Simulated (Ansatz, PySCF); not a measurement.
This Ansatz (a quantum-chemistry and plane-wave program) input computes a SVWN5/def2-TZVPD energy:

Ansatz 0.2 input:
```yaml
crystal:
  periodic: [false, false, false]
  atoms:
    - {symbol: C, position_ang: [-0.13468339, -1.70254242, -0.01346726]}
    - {symbol: C, position_ang: [0.62070568, -0.59582440, -0.00184907]}
    - {symbol: C, position_ang: [0.02614069, 0.67530082, 0.00522470]}
    - {symbol: H, position_ang: [-1.21651456, -1.66781317, -0.01784364]}
    - {symbol: H, position_ang: [0.33619508, -2.67690930, -0.01882473]}
    - {symbol: H, position_ang: [1.70529948, -0.60535527, 0.00272993]}
    - {symbol: N, position_ang: [-0.43629138, 1.72086322, 0.01115740]}
    - {symbol: H, position_ang: [-0.84391818, 2.64243120, 0.01638639]}
basis:
  gaussian:
    orbitals: def2-TZVPD
hamiltonian:
  xc: {name: SVWN5}
total_charge: 1
output: {forces: true}
```

Problem. Write an input for the same energy in PySCF and say what it gives.

Solution. 
```python
from pyscf import gto, scf, dft

mol = gto.M(
    atom='''
    C    -0.13468339   -1.70254242   -0.01346726
    C     0.62070568   -0.59582440   -0.00184907
    C     0.02614069    0.67530082    0.00522470
    H    -1.21651456   -1.66781317   -0.01784364
    H     0.33619508   -2.67690930   -0.01882473
    H     1.70529948   -0.60535527    0.00272993
    N    -0.43629138    1.72086322    0.01115740
    H    -0.84391818    2.64243120    0.01638639
    ''',
    basis='def2-tzvpd',
    charge=1,
    spin=0,
    verbose=4,
)

mf = dft.RKS(mol, xc='svwn').density_fit(auxbasis='def2-universal-jkfit')
mf.grids.level = 3
mf.conv_tol = 1e-9
mf.max_cycle = 100
mf.max_memory = 1500
mf.kernel()
if not mf.converged:
    mf = mf.newton()
    mf.kernel(mf.make_rdm1())
mf.analyze()
```
It gives -169.67732 Eh, and Ansatz -169.67726 Eh, a difference of 0.06 mEh, from the treatment of integrals and grids.

It need not be the lowest isomer of its formula.
